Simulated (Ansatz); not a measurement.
Z-matrix (Å, degrees):
```
O
Al 1 1.696
H 1 0.958 2 122.5
O 2 1.703 1 119.0 3 0.1
H 4 0.956 2 123.1 1 179.8
```

Total charge 0; spin multiplicity 2.

(1) List the PBE0/def2-TZVPP orbital energies in eV (Ansatz 0.2.0). (Estimate.)

Results:

(1) Computed: α occupied: -1528.08, -522.34, -522.14, -113.92, -73.97, -73.93, -73.82, -27.43, -27.12, -14.39, -13.77, -10.30, -9.70, -9.56, -8.99, -6.04. α empty: -0.64, 0.74, 0.81, 2.64, 2.89, 4.26, 4.98, 5.59. β occupied: -1528.00, -522.26, -522.10, -113.78, -73.88, -73.75, -73.72, -27.27, -27.01, -14.22, -13.63, -9.89, -9.61, -9.50, -8.98. β empty: -2.47, 0.40, 1.17, 1.23, 3.03, 3.29, 5.20, 5.71. ⟨S²⟩ = 0.752.
